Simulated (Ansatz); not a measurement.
# C3H3NO: the cost of one run

Program: Ansatz 0.2.0. Level of theory: RKS B3LYP/def2-SVP. These are calculated values, not measurements.

### 1 The structure to begin with

Bond lengths: N1–C2 1.372 Å, C2–C3 1.319 Å, C3–C4 1.171 Å, C4–O5 1.202 Å, N1–H6 1.092 Å, N1–H7 0.985 Å, C2–H8 1.076 Å. Angles: N1–C2–C3 124.1°, N1–C2–H8 113.1°, C3–C2–H8 122.1°, C2–N1–H6 110.6°, C2–N1–H7 117.0°, H6–N1–H7 111.3°, C2–C3–C4 174.0°, C3–C4–O5 171.3°.

As a file:

```xyz
8

N     0.5492   -0.0878    1.3826
C     0.1879   -0.6294    0.1754
C    -0.2228    0.0787   -0.8586
C    -0.4698    0.7223   -1.8049
O    -0.8949    1.3232   -2.7548
H     0.0590    0.8759    1.5342
H     0.4577   -0.6641    2.1763
H     0.4259   -1.6759    0.0940
```

### 2 Relaxing end A

Contents of input.yaml:

```yaml
crystal:
  periodic: [false, false, false]
  atoms:
    - { symbol: "N", position_ang: [0.5492, -0.0878, 1.3826] }
    - { symbol: C, position_ang: [0.1879, -0.6294, 0.1754] }
    - { symbol: C, position_ang: [-0.2228, 0.0787, -0.8586] }
    - { symbol: C, position_ang: [-0.4698, 0.7223, -1.8049] }
    - { symbol: O, position_ang: [-0.8949, 1.3232, -2.7548] }
    - { symbol: H, position_ang: [0.059, 0.8759, 1.5342] }
    - { symbol: H, position_ang: [0.4577, -0.6641, 2.1763] }
    - { symbol: H, position_ang: [0.4259, -1.6759, 0.094] }
basis:
  gaussian: { orbitals: def2-SVP }
hamiltonian:
  xc: b3lyp
relax:
  f_tol: 0.015
  max_steps: 40
output:
  orbitals: {}
```

Launch:

```console
$ ansatz run input.yaml --threads 1 --pin off --max-ram 2048MiB --backend cpu --events-out ev --progress --plain --runs-dir out
```

What time and memory should one allow on 1 thread of Arm Neoverse V1, shared host?

About 36 s, with a peak of 0.16 GiB.
